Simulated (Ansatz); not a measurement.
# triplet O₂: levels of theory in one basis

| atom | x (Å) | y (Å) | z (Å) |
| --- | --- | --- | --- |
| O | 0.0000 | 0.0000 | 0.0000 |
| O | 0.0000 | 0.0000 | 1.2600 |

Basis set: def2-SVP (spherical functions). Correlated methods keep 2 orbitals frozen. Correlation on ROHF uses semicanonical orbitals with singles. Charge 0, multiplicity 3.

Computed with Ansatz (development build ahead of 0.2.0); each method stands on the lowest determinant of its kind that the runs found.

| method | E − E(ROHF) (eV) | <S²> of the determinant |
| --- | --- | --- |
| ROHF | 0.00 | 2.00 |
| UHF | -0.46 | 2.03 |
| UHF-MP2 | -9.73 | 2.03 |

**Question.** What does ROHF-MP2 give on the same scale?

**Answer.** -9.49 eV.

**Question.** Is a single determinant a sound starting point here?

**Answer.** By this sign, yes. Unrestricted orbitals gain 0.46 eV and <S²> is 2.03 against 2.00 for a pure state.

Caution for ROHF-MP2, UHF-MP2: forces differ strongly between restricted and unrestricted references.
